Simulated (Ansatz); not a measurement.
**NH3F (doublet): wave-function methods side by side at distance N1–H4 along a hydrogen transfer = 1.586 Å, cc-pVDZ**

How much of the correlation energy of NH3F (doublet) does each wave-function method recover here?

Method: cc-pVDZ, correlated electrons: outside noble gas; program: Ansatz 0.2.0, Gaussian basis.

The runs, in order: UHF; CCSD(T) on ROHF; CCSD(T) on UHF; BCCD(T) on ROHF; CISD; CCSDT(Q) on ROHF; CCSDT(Q) on UHF; CASSCF and MRCISD+Q, 3 electrons in 3 orbitals; CASSCF and NEVPT2, 3 electrons in 3 orbitals; CASSCF and NEVPT2, 15 electrons in 11 orbitals.

### Step 1. What is computed

The geometry derives from fragments relaxed apart (PBE0/def2-TZVP) and kept rigid, so it is no stationary point. A hydrogen atom is moved between rigid fragments.

5 atoms, charge 0, spin multiplicity 2.

Atoms are counted from 1 here; the program's logs count them from 0.

Bond lengths: N1–H2 1.012 Å, N1–H3 1.012 Å, H4–F5 0.900 Å. Angles: H2–N1–H3 107.1°.

In the tables R marks a restricted open-shell determinant and U an unrestricted one; 'pair' is the active space of 3 electrons in 3 orbitals; 'valence' is the active space of 15 electrons in 11 orbitals; correlation energies count from the lowest restricted Hartree-Fock solution.

### Step 2. UHF

in.yaml reads:

```yaml
crystal:
  periodic: [false, false, false]
  atoms:
    - {symbol: N, position_ang: [-1.338629, -0.015822, -0.024626]}
    - {symbol: H, position_ang: [-1.635908, 0.952012, -0.024625]}
    - {symbol: H, position_ang: [-1.635908, -0.418121, 0.855634]}
    - {symbol: H, position_ang: [0.247371, -0.015821, -0.024626]}
    - {symbol: F, position_ang: [1.147371, -0.015821, -0.024626]}
basis:
  gaussian: {orbitals: cc-pVDZ}
magnetization: {spin_polarized: true, initial_magnetization: 1}
hamiltonian: {xc: hf}
output: {orbitals: {seedname: orbitals}}
```

Command:

```sh
> ansatz run in.yaml --threads 1 --pin off --events-out ev --progress --plain --max-ram 2393MiB
```

The runs that follow: CCSD(T) on ROHF; CCSD(T) on UHF; BCCD(T) on ROHF; CISD; CCSDT(Q) on ROHF; CCSDT(Q) on UHF; CASSCF and MRCISD+Q, 3 electrons in 3 orbitals; CASSCF and NEVPT2, 3 electrons in 3 orbitals; CASSCF and NEVPT2, 15 electrons in 11 orbitals.

Q: Predict the results of all the runs planned. Wanted: correlation energy, UCCSDT(Q); RMP2 from UCCSDT(Q); UMP2 from UCCSDT(Q); RCCSD from UCCSDT(Q); RCCSD(T) from UCCSDT(Q); UCCSD(T) from UCCSDT(Q); RCCSDT(Q) from UCCSDT(Q); NEVPT2 pair from UCCSDT(Q); MRCISD+Q pair from UCCSDT(Q).

As calculated:

| quantity | value |
| --- | --- |
| correlation energy, UCCSDT(Q) | -10.3922 eV |
| RMP2 from UCCSDT(Q) | +802.5 meV |
| UMP2 from UCCSDT(Q) | +805.4 meV |
| RCCSD from UCCSDT(Q) | +168.4 meV |
| RCCSD(T) from UCCSDT(Q) | +29.6 meV |
| UCCSD(T) from UCCSDT(Q) | +29.1 meV |
| RCCSDT(Q) from UCCSDT(Q) | +0.7 meV |
| NEVPT2 pair from UCCSDT(Q) | +781.5 meV |
| MRCISD+Q pair from UCCSDT(Q) | +90.8 meV |
| NEVPT2 valence from UCCSDT(Q) | +1219.2 meV |
| levels of the table within 1 kcal/mol (43 meV) | RCCSD(T), UCCSD(T), BCCD(T), RCCSDT, UCCSDT, RCCSDT(Q) |
| T1 diagnostic | 0.012 |
| effectively unpaired electrons | 1.01 |

What this shows: RCCSD(T) lands +29.6 meV from the yardstick (0.3 % of the correlation energy). One determinant dominates. Of the multireference levels listed MRCISD+Q pair comes nearest in total energy (+90.8 meV), which doesn't show that its space is the better one. These misses are within one basis, not against nature; the frozen cores of restricted and unrestricted runs differ, which can shift their rows.
